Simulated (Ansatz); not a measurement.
We consider diamond-structure Si, described by LC-ωPBE in Ansatz (plane waves, PAW).

Run with plane-wave cutoff 460 eV, 8×8×8 k mesh, Fermi–Dirac smearing 0.01 eV, scalar-relativistic PAW data made under PBE.

Cell (relaxed at this level):

Space group Fd-3m, origin choice 1 (No. 227); a = 5.391 Å, b = 5.391 Å, c = 5.391 Å, α = 90.00°, β = 90.00°, γ = 90.00°

```
atom  site  symmetry       x       y       z
----  ----  --------  ------  ------  ------
Si      8b      -43m  0.5000  0.5000  0.5000
```
(The calculation used a cell of 2 atoms; values per cell refer to that cell.)

Question: Give the computed smallest direct gap on the k points sampled, bulk modulus B0, width of the whole s-p valence band, band gap and pressure derivative B′ of the bulk modulus.

Answer: 
* **smallest direct gap on the k points sampled**: 7.75 eV
* **bulk modulus B0**: 114 GPa
* **width of the whole s-p valence band**: 15.82 eV
* **band gap**: 5.27 eV (on the SCF k mesh) (indirect)
* **pressure derivative B′ of the bulk modulus**: 3.8

Measured, for comparison: bulk modulus 101 GPa (0 K value with zero-point phonon effects removed; as tabulated in Sun et al. (2011), doi:10.1103/physrevb.84.035117). Computed (rounded) less measured: bulk modulus +13 %.

The computed numbers hold no vibrational or temperature effects.

Ansatz is a first-principles code.
